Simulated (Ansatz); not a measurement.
Other spins and charges of H₃S⁺, triplet at one geometry

Geometry (PBE0/def2-TZVP stationary point for this spin, not checked as a minimum):

```csv
atom,x (Å),y (Å),z (Å)
S,0.0000,-0.0391,0.0000
H,0.0000,1.3184,0.0000
H,0.0000,-0.0372,1.5201
H,0.0000,-0.0372,-1.5201
```

Basis 6-31G; Ansatz 0.2.0. Only valence electrons are correlated (noble-gas cores frozen). Prefix R: restricted or restricted open-shell reference; prefix U: unrestricted. Active spaces: valence = (8e, 7o) chosen from the atoms' valence shells.

Gaps are energies of the second state less the first, at fixed atoms, for a selection of the levels run; each method lands on the state that its own search finds for that charge and spin.

For open shells CISD and CISDTQ are restricted-active-space CI with the open shells as a complete middle space.

Quintet less triplet: 9.577 eV at full CI (triplet B1, quintet B1, in C2v).

```tsv
level	gap (eV)	error (meV)
RHF	8.966	-611
UHF	9.066	-511
RMP2	9.473	-104
UMP2	9.495	-82
CISD	9.522	-55
RCCSD	9.578	1
UCCSD	9.579	2
RCCSD(T)	9.578	1
UCCSD(T)	9.578	1
BCCD(T)	9.578	1
RCCSDT	9.576	-1
UCCSDT	9.577	0
CISDTQ	9.577	0
RCCSDT(Q)	9.577	0
UCCSDT(Q)	9.577	0
RCCSDTQ	9.577	0
UCCSDTQ	9.577	0
CASSCF (valence space)	9.601	24
NEVPT2 (valence space)	9.597	20
MRCISD (valence space)	9.579	2
MRCISD+Q (valence space)	9.578	1
PBE	9.961	384
r2SCAN	9.912	335
PBE0	9.912	335
B3LYP	10.027	450
wB97M-V	10.175	598
B2PLYP	9.867	290
RPA-PBE	9.647	70
```

Singlet less triplet: -1.789 eV at full CI (triplet B1, singlet A1, in C2v).

```csv
level,gap (eV),error (meV)
RHF,-1.653,136
UHF,-1.346,443
RMP2,-1.810,-21
UMP2,-1.828,-39
CISD,-1.754,35
RCCSD,-1.784,5
UCCSD,-1.780,9
RCCSD(T),-1.788,1
UCCSD(T),-1.787,2
BCCD(T),-1.788,1
RCCSDT,-1.788,1
UCCSDT,-1.788,1
CISDTQ,-1.787,2
RCCSDT(Q),-1.789,0
UCCSDT(Q),-1.789,0
RCCSDTQ,-1.789,0
UCCSDTQ,-1.789,0
CASSCF (valence space),-1.754,35
NEVPT2 (valence space),-1.775,14
MRCISD (valence space),-1.786,3
MRCISD+Q (valence space),-1.787,2
PBE,-2.011,-222
r2SCAN,-1.864,-75
PBE0,-1.979,-190
B3LYP,-1.940,-151
BHLYP,-1.854,-65
wB97M-V,-2.276,-487
B2PLYP,-1.897,-108
RPA-PBE,-1.842,-53
```

In so small a basis the reference is far from its limit while semilocal and hybrid functionals are nearer theirs (RPA and double hybrids share part of the reference's basis error), so the functionals' errors here hold much of the reference's basis and frozen-core error, which can add to them or hide them. The set has no polarisation functions, which weighs most on the reference.

Full CI is exact within this basis and frozen core; it isn't the basis-set limit. The frozen core follows each run's orbitals, which can shift R against U totals by a few meV.
